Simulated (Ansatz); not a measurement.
Geometry optimisation, UKS PBE0/6-31G* (Ansatz 0.2.0).

Input:

```yaml
crystal:
  periodic: [false, false, false]
  atoms:
    - { symbol: Al, position_ang: [-0.00037, 8.8e-05, -0.295756] }
    - { symbol: H, position_ang: [-0.000211, 9.6e-05, 1.2813] }
    - { symbol: H, position_ang: [1.381023, 6.7e-05, -1.092193] }
    - { symbol: H, position_ang: [-1.381871, 5.7e-05, -1.091996] }
    - { symbol: Si, position_ang: [0.001252, -0.000238, 3.947269] }
    - { symbol: H, position_ang: [-0.764507, -1.190676, 4.413366] }
    - { symbol: H, position_ang: [1.413553, -0.066776, 4.417559] }
    - { symbol: H, position_ang: [-0.648869, 1.257382, 4.412652] }
magnetization:
  spin_polarized: true
  initial_magnetization: 1
basis:
  gaussian: { orbitals: "6-31G*" }
hamiltonian:
  xc: pbe0
relax:
  f_tol: 0.03
  max_steps: 50
```

Launched with:

```bash
$ ansatz run input.yaml --threads 1 --pin off --max-ram 2048MiB --backend cpu --events-out ev --progress --plain --runs-dir out
```

Q: Where does it end, and by what steps?

A: It converged. The force dipped under the threshold on the way, but the program's further checks kept it going. After 6 steps the energy has fallen by 0.054 eV; H7 moved furthest, 0.53 Å.

| step | energy less start (eV) | largest force component (eV/Å) | accepted |
| --- | --- | --- | --- |
| 0 | 0.0000 | 0.469 | yes |
| 1 | -0.0385 | 0.043 | yes |
| 2 | -0.0491 | 0.039 | yes |
| 3 | -0.0497 | 0.093 | yes |
| 4 | -0.0530 | 0.032 | yes |
| 5 | -0.0539 | 0.006 | yes |
| 6 | -0.0540 | 0.001 | yes |

```xyz
8
Properties=species:S:1:pos:R:3
Al -0.002 0.000 -0.826
H -0.003 0.001 0.769
H 1.379 0.000 -1.622
H -1.382 0.000 -1.624
Si 0.005 -0.001 4.478
H -0.765 -1.192 4.934
H 1.416 -0.067 4.952
H -0.649 1.259 4.932
```

Whether the end is a true minimum wasn't checked by a vibrational analysis.

Run time: 16 s on 1 thread of Arm Neoverse V2, on a shared host, peak memory 0.13 GiB.
